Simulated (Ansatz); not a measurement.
Geometry optimisation, RKS PBE/6-31G* (Ansatz 0.2.0).

Input file:

```yaml
crystal:
  periodic: [false, false, false]
  atoms:
    - { symbol: Si, position_ang: [-0.586888, 0.058941, -0.805574] }
    - { symbol: H, position_ang: [0.192061, 0.423927, 1.723684] }
    - { symbol: Si, position_ang: [1.728804, -0.041834, -0.381774] }
    - { symbol: H, position_ang: [2.05359, -1.288491, 0.402405] }
    - { symbol: H, position_ang: [2.461359, -0.096687, -1.69918] }
    - { symbol: H, position_ang: [2.226853, 1.14904, 0.390844] }
    - { symbol: H, position_ang: [-0.829446, 1.375689, -1.501808] }
    - { symbol: H, position_ang: [-0.863241, -0.999792, -1.845917] }
    - { symbol: Si, position_ang: [-2.15509, -0.194305, 0.801148] }
    - { symbol: H, position_ang: [-3.466317, -0.485232, 0.122511] }
    - { symbol: H, position_ang: [-1.848593, -1.345542, 1.714896] }
    - { symbol: H, position_ang: [-2.345748, 1.041008, 1.62911] }
    - { symbol: H, position_ang: [-0.088442, 0.40328, 2.379354] }
basis:
  gaussian: { orbitals: "6-31G*" }
hamiltonian:
  xc: pbe
relax:
  f_tol: 0.03
  max_steps: 50
output:
  orbitals: {}
```

Run as:

```bash
$ ansatz run input.yaml --threads 1 --pin off --max-ram 2048MiB --backend cpu --events-out ev --progress --plain --runs-dir out
```

Where does it end, and by what steps?

It converged. The force dipped under the threshold on the way, but the program's further checks kept it going. After 12 steps the energy has fallen by 0.333 eV; H2 moved furthest, 1.57 Å.

| step | energy less start (eV) | largest force component (eV/Å) | accepted |
| --- | --- | --- | --- |
| 0 | 0.0000 | 1.589 | yes |
| 1 | -0.1834 | 0.268 | yes |
| 2 | -0.2426 | 0.114 | yes |
| 3 | -0.2748 | 0.143 | yes |
| 4 | -0.2971 | 0.178 | yes |
| 5 | -0.3145 | 0.070 | yes |
| 6 | -0.3232 | 0.176 | yes |
| 7 | -0.3177 | 0.365 | no |
| 8 | -0.3276 | 0.065 | yes |
| 9 | -0.3301 | 0.024 | yes |
| 10 | -0.3318 | 0.059 | yes |
| 11 | -0.3329 | 0.035 | yes |
| 12 | -0.3333 | 0.017 | yes |

```xyz
13
Properties=species:S:1:pos:R:3
Si -0.695 -0.064 -1.254
H 0.913 0.747 3.076
Si 1.539 -0.044 -0.517
H 1.841 -1.298 0.252
H 2.493 0.043 -1.673
H 1.786 1.129 0.388
H -0.976 1.189 -2.040
H -0.899 -1.228 -2.186
Si -2.215 -0.225 0.536
H -3.629 -0.334 0.039
H -1.912 -1.439 1.367
H -2.116 0.986 1.420
H 0.348 0.538 3.524
```

Whether the end is a true minimum wasn't checked by a vibrational analysis.

Time of the run: 37 s on 1 thread of Arm Neoverse V2 (shared host), peak memory 0.12 GiB.
